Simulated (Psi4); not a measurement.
**A workflow on SiH3F (SMILES F[SiH3])**

Aim: a structure relaxation (SVWN-RPA/6-31G*), then the harmonic vibrations, then a single-point energy (MP2/def2-TZVPP), then the excited states (TDA-SVWN-RPA/6-31G*) of SiH3F. 

The results are computed with Psi4 1.11.

## (1) The system as given

The species is SiH3F (5 atoms), meant as a singlet with charge 0. As SMILES, `F[SiH3]`. All atoms were displaced at random from a relaxed shape. The run starts from this shape.

Bond lengths: F1–Si2 1.691 Å, Si2–H3 1.502 Å, Si2–H4 1.460 Å, Si2–H5 1.435 Å. Angles: F1–Si2–H3 108.1°, F1–Si2–H4 105.1°, F1–Si2–H5 105.2°, H3–Si2–H4 109.1°, H3–Si2–H5 111.6°, H4–Si2–H5 117.1°.

## (2) A structure relaxation at SVWN-RPA/6-31G(d) (density fitting, Cartesian functions) (run 1)

input.in reads:

```
memory 1.6 GB

molecule molecule1 {
  0 1
  F
  Si 1 1.691412
  H 2 1.502111 1 108.0665
  H 2 1.460145 3 109.14284 1 113.75291
  H 2 1.434725 4 117.11559 3 -128.03258
  symmetry c1
}

set basis 6-31G*
set geom_maxiter 60

optimize('svwn')
print_variables()
```

Launch:

```sh
$ psi4 -n 1 input.in input.out
```

input.out:

```text
[...]
  Running in c1 symmetry.
[...]
  Nuclear repulsion =   60.897202537902231
[...]
  Multiplicity = 1
[...]
  Nalpha       = 13
  Nbeta        = 13
[...]
    Number of basis functions: 40
[...]
   @DF-RKS iter   1:  -389.77345128195776   -3.39362e-01   9.10569e-03 ADIIS/DIIS
[...]
   @DF-RKS iter   6:  -389.84163766297530   -5.11591e-13   1.38241e-09 DIIS
[...]
    Orbital Energies [Eh]
    ---------------------
    Doubly Occupied:
       1A    -65.177592     2A    -24.111483     3A     -5.074485
       4A     -3.517611     5A     -3.513706     6A     -3.513705
       7A     -1.082560     8A     -0.522026     9A     -0.415961
      10A     -0.398570    11A     -0.398562    12A     -0.314371
      13A     -0.314346
[...]
  @DF-RKS Final Energy:  -389.84163766297530
   => Energetics <=
    Nuclear Repulsion Energy =             62.6658520579192171
    One-Electron Energy =                -666.9680096309863302
    Two-Electron Energy =                 245.6113223248907502
    DFT Exchange-Correlation Energy =     -31.1508024147989069
    Empirical Dispersion Energy =           0.0000000000000000
    VV10 Nonlocal Energy =                  0.0000000000000000
    Total Energy =                       -389.8416376629753017
[...]
 Multipole Moments:
 ------------------------------------------------------------------------------------
     Multipole            Electronic (a.u.)      Nuclear  (a.u.)        Total (a.u.)
 ------------------------------------------------------------------------------------
 L = 1.  Multiply by 2.5417464519 to convert [e a0] to [Debye]
 Dipole X            :          0.0005879           -0.0003876            0.0002002
 Dipole Y            :         -0.0002080            0.0001176           -0.0000905
 Dipole Z            :         -3.5453640            4.0089801            0.4636161
 Magnitude           :                                                    0.4636162
[...]
  -Total Gradient:
     Atom            X                  Y                   Z
    ------   -----------------  -----------------  -----------------
       1       -0.000007981860     0.000016077442     0.000028274935
       2        0.000029095912    -0.000022626208    -0.000010228452
       3       -0.000011753704     0.000006697415     0.000033147985
       4       -0.000011209515    -0.000004467011     0.000017848326
       5        0.000003052892     0.000004457658     0.000016158585
[...]
    Final optimized geometry and variables:
    Molecular point group: c1
    Full point group: C1
    Geometry (in Angstrom), charge = 0, multiplicity = 1:
    F
    SI            1    1.605503
    H             2    1.497077      1  109.403087
    H             2    1.497114      3  109.538838      1  119.883908
    H             2    1.497096      4  109.565089      3 -120.206484
  Variable Map:
  ----------------------------------------------------------------------------
  "CURRENT ENERGY"              =>    -389.841637662975
  "CURRENT REFERENCE ENERGY"    =>    -389.841637662975
  "DD SOLVATION ENERGY"         =>       0.000000000000
[...]
```

The script printed:

```text
Optimizer: Optimization complete!
```

Wall time 9.6 s (1 thread of Intel Xeon Platinum 8488C (Sapphire Rapids), shared host); peak memory 0.27 GiB.

The path in brief:

```tsv
step	energy from the first frame kept (eV)	largest force (eV/Å)
0	0.0000	3.5660
1	-0.1631	1.2696
2	-0.1887	0.2818
3	-0.1933	0.0697
4	-0.1940	0.0300
5	-0.1940	0.0162
6	-0.1940	0.0020
```

After the run. Bond lengths: F1–Si2 1.606 Å, Si2–H3 1.497 Å, Si2–H4 1.497 Å, Si2–H5 1.497 Å. Angles: F1–Si2–H3 109.4°, F1–Si2–H4 109.4°, F1–Si2–H5 109.4°, H3–Si2–H4 109.5°, H3–Si2–H5 109.6°, H4–Si2–H5 109.6°.

## (3) Vibrational wavenumbers at SVWN-RPA/6-31G(d) (density fitting, Cartesian functions) (run 2)

job.dat reads:

```
memory 1600 MB

molecule {
  0 1
  F     -1.228568     0.175170     0.928090
  Si     0.067095    -0.018622     0.000006
  H     -0.363398    -0.215269    -1.420292
  H      0.833702    -1.218871     0.461597
  H      0.934260     1.197894     0.097013
}

set basis 6-31G*
set t 400.0
set rotational_symmetry_number 3

e, wfn = freq("svwn", return_wfn=True)
```

Launch:

```sh
$ psi4 job.dat job.out -n 1
```

job.out, cut to the lines that bear on the results:

```text
[...]
  Running in c1 symmetry.
[...]
  Nuclear repulsion =   62.665866436757291
[...]
  Multiplicity = 1
[...]
  Nalpha       = 13
  Nbeta        = 13
[...]
    Number of basis functions: 40
[...]
   @DF-RKS iter   1:  -389.78069369051337   -3.06244e-01   9.09095e-03 DIIS/ADIIS
[...]
  -Total Gradient:
     Atom            X                  Y                   Z
    ------   -----------------  -----------------  -----------------
       1        0.000032237250    -0.000009811779    -0.000002509274
       2       -0.000020612225     0.000028028411    -0.000016162963
       3        0.000030170317    -0.000014980669    -0.000012169476
       4        0.000011331015    -0.000013764698    -0.000012213714
       5        0.000015772938     0.000001454767    -0.000006254629
[...]
   @DF-RKS iter   9:  -389.84163766360257   -1.88720e-11   4.75428e-09 DIIS
[...]
    Orbital Energies [Eh]
    ---------------------
    Doubly Occupied:
       1A    -65.177592     2A    -24.111483     3A     -5.074485
[...]
  @DF-RKS Final Energy:  -389.84163766360257
   => Energetics <=
    Nuclear Repulsion Energy =             62.6658664367572911
    One-Electron Energy =                -666.9680349769214445
    Two-Electron Energy =                 245.6113333340683198
    DFT Exchange-Correlation Energy =     -31.1508024575067175
    Empirical Dispersion Energy =           0.0000000000000000
    VV10 Nonlocal Energy =                  0.0000000000000000
    Total Energy =                       -389.8416376636025689
[...]
 Multipole Moments:
[...]
  ==> Harmonic Vibrational Analysis <==
[...]
  Freq [cm^-1]                 708.6906            709.0390            885.5212
[...]
  IR activ [km/mol]            51.2451             51.8452             12.1891
[...]
  Freq [cm^-1]                 896.0732            896.5047            993.9923
[...]
  IR activ [km/mol]            71.9633             72.0124             212.2367
[...]
  Freq [cm^-1]                2198.9624           2212.8942           2213.0380
[...]
  IR activ [km/mol]            35.8800             159.5054            159.4733
[...]
  Total E_0, Enthalpy at 0 [K]                                                         -389.81494958 [Eh]
[...]
  Total H, Enthalpy at  400.00 [K]                                                     -389.80868155 [Eh]
[...]
  Total G, Gibbs energy at  400.00 [K]                                                 -389.84744724 [Eh]
[...]
```

Run time: 13 s. Hardware: 1 thread of Intel Xeon Platinum 8488C (Sapphire Rapids), shared host; peak memory 0.26 GiB.

## (4) A single-point energy at MP2/def2-TZVPP (density fitting, density fitting for correlation) (run 3)

fh3si.py reads:

```python
import psi4

psi4.set_memory(1600000000)
psi4.set_num_threads(1)
psi4.core.set_output_file('run.log', False)

mol = psi4.geometry("""
0 1
F     -1.228568     0.175170     0.928090
Si     0.067095    -0.018622     0.000006
H     -0.363398    -0.215269    -1.420292
H      0.833702    -1.218871     0.461597
H      0.934260     1.197894     0.097013
""")

psi4.set_options({
    'num_frozen_docc': 6,
})

energy_value = psi4.energy("mp2/def2-TZVPP", molecule=mol)
print(f'total energy {energy_value:.8f} hartree = {energy_value * 27.211386:.5f} eV')
for k, v in sorted(psi4.core.scalar_variables().items()):
    print(f'{k:45s} {v:18.10f}')
```

Launch:

```sh
$ python fh3si.py
```

run.log:

```text
[...]
  Running in c1 symmetry.
[...]
  Nuclear repulsion =   62.665866436757291
[...]
  Multiplicity = 1
[...]
  Nalpha       = 13
  Nbeta        = 13
[...]
    Number of basis functions: 115
[...]
   @DF-RHF iter   1:  -390.18510875244465   -6.66454e-01   2.87233e-03 DIIS/ADIIS
[...]
   @DF-RHF iter  10:  -390.23098372461970   -2.78533e-12   2.58456e-09 DIIS
[...]
    Orbital Energies [Eh]
    ---------------------
    Doubly Occupied:
       1A    -68.820921     2A    -26.287731     3A     -6.164883
       4A     -4.272253     5A     -4.271342     6A     -4.271341
       7A     -1.586667     8A     -0.774113     9A     -0.669200
      10A     -0.669195    11A     -0.639697    12A     -0.488399
      13A     -0.488363
[...]
  @DF-RHF Final Energy:  -390.23098372461970
   => Energetics <=
    Nuclear Repulsion Energy =             62.6658664367572911
    One-Electron Energy =                -666.9854921011373108
    Two-Electron Energy =                 214.0886419397603788
    Total Energy =                       -390.2309837246197048
[...]
 Multipole Moments:
 ------------------------------------------------------------------------------------
     Multipole            Electronic (a.u.)      Nuclear  (a.u.)        Total (a.u.)
 ------------------------------------------------------------------------------------
 L = 1.  Multiply by 2.5417464519 to convert [e a0] to [Debye]
 Dipole X            :         -2.8039139            3.2353552            0.4314413
 Dipole Y            :          0.4199661           -0.4842763           -0.0643101
 Dipole Z            :          2.0080834           -2.3172982           -0.3092148
 Magnitude           :                                                    0.5346879
[...]
```

Standard output:

```text
total energy -390.61378462 hartree = -10629.14247 eV
CURRENT CORRELATION ENERGY                         -0.3828008982
CURRENT ENERGY                                   -390.6137846228
CURRENT REFERENCE ENERGY                         -390.2309837246
CUSTOM SCS-MP2 CORRELATION ENERGY                  -0.3872755682
CUSTOM SCS-MP2 TOTAL ENERGY                      -390.6182592928
DD SOLVATION ENERGY                                 0.0000000000
HF KINETIC ENERGY                                 390.0686041174
HF POTENTIAL ENERGY                              -780.2995878421
HF TOTAL ENERGY                                  -390.2309837246
HF VIRIAL RATIO                                     2.0004162847
MP2 CORRELATION ENERGY                             -0.3828008982
MP2 DOUBLES ENERGY                                 -0.3828008982
MP2 OPPOSITE-SPIN CORRELATION ENERGY               -0.2996253101
MP2 SAME-SPIN CORRELATION ENERGY                   -0.0831755881
MP2 SINGLES ENERGY                                 -0.0000000000
MP2 TOTAL ENERGY                                 -390.6137846228
NUCLEAR REPULSION ENERGY                           62.6658664368
ONE-ELECTRON ENERGY                              -666.9854921011
PCM POLARIZATION ENERGY                             0.0000000000
PE ENERGY                                           0.0000000000
SCF ITERATION ENERGY                             -390.2309837246
SCF ITERATIONS                                     10.0000000000
SCF TOTAL ENERGY                                 -390.2309837246
SCS-MP2 CORRELATION ENERGY                         -0.3872755682
SCS-MP2 TOTAL ENERGY                             -390.6182592928
TWO-ELECTRON ENERGY                               214.0886419398
```

Wall time 2.1 s (1 thread of Intel Xeon Platinum 8488C (Sapphire Rapids), shared host); peak memory 0.22 GiB.

## (5) The excited states at TDA-SVWN-RPA/6-31G(d) (density fitting, Cartesian functions, save jk yes) (run 4)

fh3si.in reads:

```
memory 1.6 GB

molecule m {
  0 1
  F
  Si 1 r2
  H 2 r3 1 a3
  H 2 r4 3 a4 1 d4
  H 2 r5 3 a5 4 d5

  r2 = 1.605502
  r3 = 1.497077
  a3 = 109.40306
  r4 = 1.497114
  a4 = 109.5388
  d4 = 119.88388
  r5 = 1.497096
  a5 = 109.55861
  d5 = 120.21044
  symmetry c1
}

set {
  basis   6-31G*
  save_jk true
}

from psi4.driver.procrouting.response.scf_response import tdscf_excitations
energy_value, wavefunction = energy('svwn', return_wfn=True)
states = tdscf_excitations(wavefunction, states=4, tda=True)
```

Launch:

```sh
$ psi4 -i fh3si.in -o fh3si.out -n 1
```

fh3si.out, cut to the lines that bear on the results:

```text
[...]
  Running in c1 symmetry.
[...]
  Nuclear repulsion =   62.665878351007933
[...]
  Multiplicity = 1
[...]
  Nalpha       = 13
  Nbeta        = 13
[...]
    Number of basis functions: 40
[...]
   @DF-RKS iter   1:  -389.78069367034203   -3.06244e-01   9.09095e-03 ADIIS/DIIS
[...]
   @DF-RKS iter   8:  -389.84163766469555   -6.30621e-10   1.60291e-07 DIIS
[...]
  @DF-RKS Final Energy:  -389.84163766469555
   => Energetics <=
    Nuclear Repulsion Energy =             62.6658783510079331
    One-Electron Energy =                -666.9680158063440558
    Two-Electron Energy =                 245.6112987584160123
    DFT Exchange-Correlation Energy =     -31.1507989677754225
    Empirical Dispersion Energy =           0.0000000000000000
    VV10 Nonlocal Energy =                  0.0000000000000000
    Total Energy =                       -389.8416376646955541
[...]
 Multipole Moments:
 ------------------------------------------------------------------------------------
     Multipole            Electronic (a.u.)      Nuclear  (a.u.)        Total (a.u.)
 ------------------------------------------------------------------------------------
 L = 1.  Multiply by 2.5417464519 to convert [e a0] to [Debye]
 Dipole X            :          0.0005899           -0.0003889            0.0002010
 Dipole Y            :         -0.0002058            0.0001161           -0.0000897
 Dipole Z            :         -3.5453651            4.0089789            0.4636139
 Magnitude           :                                                    0.4636139
[...]
**********                               WARNING                                **********
**********       The names of excited state variables changed between 1.5       **********
[...]
**********                               WARNING                                **********
**********  Length-gauge rotatory strengths are **NOT** gauge-origin invariant  **********
[...]
                                    Excitation Energy         Total Energy        Oscillator Strength             Rotatory Strength
[...]
Excited State    1 (1 A):   0.27627 au   164.92 nm f = 0.0012
[...]
Excited State    2 (1 A):   0.27630 au   164.91 nm f = 0.0012
[...]
Excited State    3 (1 A):   0.35246 au   129.27 nm f = 0.0000
[...]
Excited State    4 (1 A):   0.36261 au   125.65 nm f = 0.0036
[...]
```

Wall time 3.9 s (1 thread of Intel Xeon Platinum 8488C (Sapphire Rapids), shared host); peak memory 0.23 GiB.

The roots found:

```tsv
excited state	energy (eV)	strength	label
1	7.518	0.0012	A 1
2	7.518	0.0012	A 1
3	9.591	0.0000	A 1
4	9.867	0.0036	A 1
```

## (6) Outcome

| quantity | value |
| --- | --- |
| run 1, SVWN-RPA/6-31G*: total energy at the end | -389.84164 Eh |
| run 1, SVWN-RPA/6-31G*: dipole moment | 1.18 D |
| run 1, SVWN-RPA/6-31G*: HOMO energy | -8.55 eV |
| run 1, SVWN-RPA/6-31G*: LUMO energy | -1.23 eV |
| run 1, SVWN-RPA/6-31G*: HOMO–LUMO gap | 7.32 eV |
| run 2, SVWN-RPA/6-31G*: lowest harmonic wavenumber | 709 cm⁻¹ |
| run 2, SVWN-RPA/6-31G*: highest harmonic wavenumber | 2213 cm⁻¹ |
| run 2, SVWN-RPA/6-31G*: zero-point energy | 70.1 kJ/mol |
| run 2, SVWN-RPA/6-31G*: ideal-gas entropy at 400 K (symmetry number 3 as used) | 60.8 cal/(mol K) |
| run 3, MP2/def2-TZVPP: total energy | -390.61378 Eh |
| run 3, MP2/def2-TZVPP: HOMO energy (Hartree–Fock orbitals) | -13.29 eV |
| run 3, MP2/def2-TZVPP: LUMO energy (Hartree–Fock orbitals) | 2.92 eV |
| run 3, MP2/def2-TZVPP: HOMO–LUMO gap (Hartree–Fock orbitals) | 16.21 eV |
| run 3, MP2/def2-TZVPP: correlation energy (6 core orbitals frozen) | -382.8 mEh |
| run 4, TDA-SVWN-RPA/6-31G*: ground-state or mean-field energy | -389.84164 Eh |
| run 4, TDA-SVWN-RPA/6-31G*: dipole moment (SVWN-RPA Kohn–Sham density) | 1.18 D |
| run 4, TDA-SVWN-RPA/6-31G*: HOMO energy (SVWN-RPA Kohn–Sham orbitals) | -8.55 eV |
| run 4, TDA-SVWN-RPA/6-31G*: LUMO energy (SVWN-RPA Kohn–Sham orbitals) | -1.23 eV |
| run 4, TDA-SVWN-RPA/6-31G*: HOMO–LUMO gap (SVWN-RPA Kohn–Sham orbitals) | 7.32 eV |
| run 4, TDA-SVWN-RPA/6-31G*: lowest excitation energy | 7.52 eV |

**Reading.** The optimisation (run 1, SVWN-RPA/6-31G*) took 7 steps and changed the energy by -0.194 eV. All 9 modes (run 2, SVWN-RPA/6-31G*) are real, so the shape is a minimum at this level. The basis has no diffuse functions, so Rydberg states are missing or pushed up, and the true lowest state may lie lower. Roots above 8.6 eV lie over the negative of the HOMO energy, where those of Rydberg kind are poorly described; valence roots are less touched.
